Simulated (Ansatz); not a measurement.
Process, species as SMILES: N#N (N2) + H+ → N#[NH+]
B3LYP-D3(BJ)/def2-TZVP geometries, fixed; electronic energies without zero-point terms; positive where energy is released.

Basis-set convergence of the proton affinity at PBE0 with Ansatz (an electronic-structure program). All functions are spherical. The program fits the integrals of some runs and decomposes those of others, by size. No added dispersion term, no relativity. Functions are those of the species that has most. Reference: the value in pcseg-4, 123.85 kcal/mol, itself unsure by roughly 0.10 kcal/mol (its mean distance from aug-pcseg-3, aug-cc-pVQZ, cc-pV5Z). Deviations are taken from unrounded values.

| basis | functions | proton affinity (kcal/mol) | minus reference (kcal/mol) |
|---|---|---|---|
| pcseg-0 | 20 | 119.12 | -4.73 |
| pcseg-1 | 33 | 121.45 | -2.41 |
| aug-cc-pVDZ | 55 | 121.54 | -2.31 |
| aug-pcseg-1 | 55 | 120.38 | -3.47 |
| pcseg-2 | 74 | 123.89 | 0.04 |
| jun-cc-pV(T+d)Z | 92 | 123.57 | -0.28 |
| aug-cc-pVTZ | 115 | 123.62 | -0.23 |
| aug-pcseg-2 | 115 | 123.74 | -0.12 |
| pcseg-3 | 153 | 123.95 | 0.10 |
| aug-cc-pVQZ | 206 | 123.79 | -0.06 |
| aug-pcseg-3 | 219 | 123.80 | -0.05 |
| pcseg-4 | 263 | 123.85 | 0.00 |

The smallest set listed that lies within 0.5 kcal/mol of the reference with all its larger relatives (same family, alike in diffuse functions; a set with none counts only in the reference's own line) is pcseg-2 (74 functions, 0.04 kcal/mol off).
